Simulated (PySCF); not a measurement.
methane (CH₄), SMILES C. Coordinates come from a PBE0-D3(BJ)/def2-TZVPD optimisation.

Computed with PBE0-D3(BJ)/def2-TZVPD (PySCF).

Harmonic wavenumbers (cm⁻¹): 1325, 1325, 1325, 1551, 1551, 3046, 3167, 3167, 3167. Rotational constants (GHz): 158.3, 158.3, 158.3; symmetry number 12.

Problem. Work out the zero-point energy and the ideal-gas rigid-rotor harmonic-oscillator thermochemistry at 298.15 K and 1 atm.

Solution. ZPE = ½ Σ hcν = ½ × 19624 cm⁻¹ = 28.05 kcal/mol. H − E(el) = 30.45 kcal/mol. Entropy in cal/(mol K): translation 34.26, rotation 10.12, vibration 0.09, total 44.47. G − E(el) = 17.19 kcal/mol. Cp = 8.48 cal/(mol K).
